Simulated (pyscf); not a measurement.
This saddle point was located with ωB97X-D3(BJ)/def2-SVP in PySCF.

```xyz
11

C     -0.2779     1.0595     1.2890
Al    -1.7111     0.3134     0.2245
C     -1.5073    -1.0514    -1.1424
Cl    -3.6349     1.1346     0.5267
H      0.1879     2.0585     0.5208
H      0.6150     2.7933     0.0789
H      0.6449     0.4752     1.4271
H     -2.1979    -1.8936    -0.9659
H     -1.7595    -0.6447    -2.1371
H     -0.4831    -1.4550    -1.1932
H     -0.5286     1.6154     2.2046
```
Charge 0, spin multiplicity 2.

Surface: doublet, charge 0. Lowest wavenumbers (cm⁻¹): 1474i, 17, 67, 155, 166.

Problem. What reaction is this the transition state of?

Solution. H₃C–Al(CH₃)–Cl (SMILES [CH3][Al]([CH3])[Cl]) + H• (SMILES [H]) ⇌ •H₂C–Al(CH₃)–Cl (SMILES [CH2][Al]([CH3])[Cl]) + H₂ (SMILES [H][H]), a hydrogen abstraction read from left to right: C–H broken and H–H formed. At ωB97M-D3(BJ)/def2-TZVP it lies +0.42 eV from the left side and +0.56 eV from the right (each side as separated species at their lowest minima found). One saddle was located; it need not be the lowest between these sides. The angle at the transferred H is 171°.
